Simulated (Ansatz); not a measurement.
Mg2O. The state is a quintet with charge 0. Geometry B3LYP-D4/def2-TZVP; atoms count from 1.

Cartesian coordinates in Å:
```
Mg 1.681 -0.394 0.047
Mg -1.438 0.570 -0.769
O -0.243 -0.176 0.722
```

At PBE0-D4/def2-TZVP a broken-symmetry singlet of charge 0 lies 4.24 eV below the quintet, each at its own geometry. The structure comes from a short search, and lower isomers may exist.

(1) Estimate the Mulliken populations from the PBE0/def2-TZVP orbitals of Ansatz.

(2) Where does the spin sit?

(3) And the Mayer bond orders between bonded heavy atoms (over 0.3)?

Answers

(1) 
```csv
atom,charge (e),spin (α − β)
Mg1,0.24,1.47
Mg2,0.24,1.47
O3,-0.48,1.07
```
Mulliken values and Mayer orders depend strongly on the basis.

(2) Summed by element: Mg 2.93, O 1.07, of 4 unpaired in all. Largest on single atoms: Mg1 1.47, Mg2 1.47, O3 1.07.

(3) Mg1–Mg2 0.57 (3.37 Å); Mg1–O3 0.39 (2.05 Å); Mg2–O3 0.39 (2.05 Å).
